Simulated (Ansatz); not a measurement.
## How the smallest direct gap on the k points sampled of CsCl-type TlCl moves with the method

No measured value is used here.

```csv
level (code),value (eV)
LDA+SOC (Ansatz),(withheld)
BLYP (Ansatz),2.21
PBE+SOC (Ansatz),1.91
PBEsol+SOC (Ansatz),1.78
RPBE (Ansatz),(withheld)
B3LYP (VWN-RPA form) (Ansatz),3.34
HSE06+SOC (Ansatz),2.68
PBE0 (Ansatz),(withheld)
Hartree–Fock (Ansatz),8.23
```

Task: What belongs in the gaps?

Result: 
- LDA+SOC (Ansatz, a quantum-chemistry and plane-wave program), value (eV): 1.71
- RPBE (Ansatz), value (eV): 2.25
- PBE0 (Ansatz), value (eV): 3.49

At these levels the smallest gap is indirect and lower: LDA+SOC 1.43, PBE+SOC 1.63, PBEsol+SOC 1.51, HSE06+SOC 2.40 eV. Computed values are for a static lattice. Spin–orbit coupling is included only where a level's name says +SOC; with heavier elements it mostly lowers gaps and can invert bands.  Values are at the measured cell. Cutoffs and k meshes differ between the levels. Ansatz's density-functional and Hartree–Fock values are scalar-relativistic unless marked +SOC, with PAW data made under PBE.
